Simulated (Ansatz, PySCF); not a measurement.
The pair A = H2O (SMILES O) (first 3 atoms), B = CH5N (SMILES CN); geometry from S66by8 set.
(charge 0, multiplicity 1):
```xyz
10

O     -2.11680    -0.55936    -0.00474
H     -2.47545     0.32832     0.02759
H     -1.15529    -0.42177     0.01139
N      0.85509    -0.34244     0.02098
H      1.15045    -0.89508    -0.77381
H      1.16517    -0.85316     0.83784
C      1.51442     0.96592    -0.01926
H      1.20388     1.54765     0.84526
H      2.60573     0.92663    -0.02822
H      1.18771     1.50184    -0.90708
```

Cores are frozen in the correlated methods. MP2 and its Hartree–Fock in aug-cc-pVQZ, aug-cc-pVTZ are density fitted. Rows in 6-31G* carry no dispersion term and start afresh at each structure (6-31G* with six Cartesian d functions). MP2/6-31G* freezes PySCF's default core.

Programs: Ansatz (an electronic-structure program) with Gaussian orbitals; PySCF for 6-31G* rows. Each number belongs to the level named beside it.

Total energies (hartree), monomers frozen at their geometry in the pair:

| structure | MP2/6-31G* | MP2/aug-cc-pVTZ | MP2/aug-cc-pVQZ |
|---|---|---|---|
| AB | -171.7167044 | -172.0076339 | -172.0588721 |
| A in the pair's basis | -76.1975690 | -76.3293169 | -76.3518858 |
| B in the pair's basis | -95.5086099 | -95.6675633 | -95.6959779 |
| A | -76.1967249 | -76.3288833 | -76.3516849 |
| B | -95.5063805 | -95.6671525 | -95.6957593 |

Work out the interaction energy without and with the counterpoise correction, and the superposition error, for each level.


E(AB) − E(A) − E(B), times 627.509 kcal/mol, with the monomers in their own basis and then in the pair's basis:
- MP2/6-31G*: -8.53 uncorrected, -6.60 corrected; the monomers gain 1.93 kcal/mol from borrowed functions
- MP2/aug-cc-pVTZ: -7.28 uncorrected, -6.75 corrected; the monomers gain 0.53 kcal/mol from borrowed functions
- MP2/aug-cc-pVQZ: -7.17 uncorrected, -6.91 corrected; the monomers gain 0.26 kcal/mol from borrowed functions
